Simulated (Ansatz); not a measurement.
**OsPt₂: from a trial structure to a relaxed crystal**

Method: DFT PBE, scalar-relativistic, plane waves, PAW in Ansatz. Cutoff 420 eV, Γ-centred k mesh, Gaussian smearing, no spin polarisation in the final step.

OsPt₂ was placed on the AlB2 structure type (P6/mmm, No. 191), with Os in place of Al, Pt in place of B, at a guessed volume.

```xyz
3
Lattice="3.5264 0.0000 0.0000 -1.7632 3.0539 0.0000 0.0000 0.0000 3.8076" Properties=species:S:1:pos:R:3 pbc="T T T"
Os    0.0000    0.0000    0.0000
Pt    0.0000    2.0360    1.9038
Pt    1.7632    1.0180    1.9038
```

Cell and atoms relax at zero pressure; the relaxation can't lower the symmetry of the start. After a coarse first stage the cell is made exact in the group found at 0.06 Å.

Energies over the elements count from the elements' standard structures at the same level, with no empirical corrections.

**Question.** Which crystal results?

**Answer.** It keeps P6/mmm (No. 191), but not the shape of the type it started on. Conventional cell: a = 4.480 Å, c = 2.659 Å. Os has 2 Os at 2.66 Å and 12 Pt at 2.91 Å; Pt has 5 Pt at 2.59–2.66 Å and 6 Os at 2.91 Å.

Space group P6/mmm (No. 191). a = 4.480 Å, b = 4.480 Å, c = 2.659 Å, α = 90.00°, β = 90.00°, γ = 120.00°
| atom | site | symmetry | x | y | z |
| --- | --- | --- | --- | --- | --- |
| Os | 1a | 6/mmm | 0.0000 | 0.0000 | 0.0000 |
| Pt | 2d | -6m2 | 0.3333 | 0.6667 | 0.5000 |

**Question.** What are its volume, energy, density and gap?

**Answer.** The volume per atom is 15.41 Å³, the density is 20.85 g/cm³ and the energy over the elements is 0.37 eV/atom. The gap on the 12×12×18 mesh is 0 eV (a metal).

The final run used a 12×12×18 mesh on its 3-atom cell and 0.10 eV smearing. The k mesh leaves about 4 meV/atom of noise in metals. Spin–orbit coupling is left out. Symmetry constrained the relaxation, so the result can be a saddle point.

Cost: 4 runs of about 1.6 core-minutes in all, on Intel Xeon Platinum 8488C (Sapphire Rapids) (shared hosts).